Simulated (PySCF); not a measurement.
C4H9O (doublet state).
Numbering: `[CH3:1][CH:2][O:3][CH2:4][CH3:5]` (hydrogens: H6, H7, H8 on C1; H9 on C2; H10, H11 on C4; H12, H13, H14 on C5)

Cartesian coordinates in Å at the PBE0-D3(BJ)/def2-SVP level; atoms count from 1:
```
atom  x, y, z in Å
C1     2.3704    0.1447   -0.0569
C2     0.9432    0.4597    0.1764
O3     0.1970   -0.5663    0.6503
C4    -1.1691   -0.2937    0.8575
C5    -1.9551   -0.2437   -0.4365
H6     2.9184   -0.0670    0.8840
H7     2.8744    0.9855   -0.5548
H8     2.4743   -0.7492   -0.6933
H9     0.6301    1.4671    0.4907
H10   -1.5416   -1.0998    1.5077
H11   -1.2784    0.6574    1.4152
H12   -1.8570   -1.1933   -0.9835
H13   -1.5858    0.5638   -1.0865
H14   -3.0223   -0.0661   -0.2347
```

The hyperfine couplings belong to this conformer and change with its torsions.

Computed with PySCF, UKS B3LYP, IGLO-III on C O, pcH-1 on H, non-relativistic, mean-field spin-orbit, GIAO. Geometry: PBE0-D3(BJ)/def2-SVP, one conformer, isolated molecule. No stability test was run, so a lower SCF solution isn't excluded.

**Question.** Break the g tensor into its mass correction, gauge correction and orbital-Zeeman/spin–orbit terms.

**Answer.** 
```
                    Δg (ppm)     1     2     3
relativistic mass correction  -182  -182  -182
            gauge correction     2    55    44
   orbital Zeeman/spin–orbit   -18  1237  1981
                       total  -198  1109  1843
```

So g = 2.00212, 2.00343, 2.00416 and g_iso = 2.00324; the tensor is rhombic: the two nearest values differ by 36 % of g3 − g1. Axes: g2 points within 14° of the C2–O3 bond.

**Question.** What are the electron Larmor frequencies g μB B/h along the three axes at 1200 mT?

**Answer.** 33.6266, 33.6486, 33.6609 GHz for g1, g2 and g3, a range of 34.3 MHz.

**Question.** Average each term over the three axes. Which is largest in size?

**Answer.** The orbital-Zeeman/spin–orbit term 1067, the mass correction -182 and the gauge correction 33 ppm, for a total of 918 ppm. The orbital-Zeeman/spin–orbit term is the largest in size. The mass correction is the same along every axis, so the anisotropy comes from the other two: their spans along these axes are 53 (gauge) and 1999 ppm (orbital Zeeman/spin–orbit).

**Question.** At 9.333 GHz, how far is the centre of the isotropic spectrum from where a free electron (g = 2.002319) resonates?

**Answer.** B = hν/(g μB) with μB/h = 13.99624 MHz/mT gives 333.02 mT for the free electron and 332.87 mT at g_iso, 0.15 mT lower.

**Question.** In a frozen sample, at which fields do the three g values resonate at 9.5, 34, 94 and 263 GHz (hyperfine left aside), and which band first spreads them over more than twice a line width of 1.0 mT?

**Answer.** 
```
band    GHz  B(g3) mT  B(g2) mT  B(g1) mT  spread mT
   X    9.5    338.67    338.80    339.02       0.35
   Q   34.0   1212.09   1212.53   1213.32       1.24
   W   94.0   3351.07   3352.30   3354.49       3.42
   J  263.0   9375.87   9379.30   9385.42       9.56
```

The spread grows in proportion to the frequency. W band is the first where it exceeds 2.0 mT.

The Mulliken spin populations are largest on C2 (+0.92), O3 (+0.10), C1 (-0.08) and H6 (+0.07). No atom but C2 exceeds +0.15. The positive populations add up to 1.13 and the negative ones to -0.13, together 2S = 1. The angles at C2 add up to 352.0°, so it is slightly pyramidal.

The HOMO–LUMO gaps are 5.51 eV among the α and 7.47 eV among the β orbitals.

The run took 38 s on one thread of an Arm Neoverse V2, on a shared host.
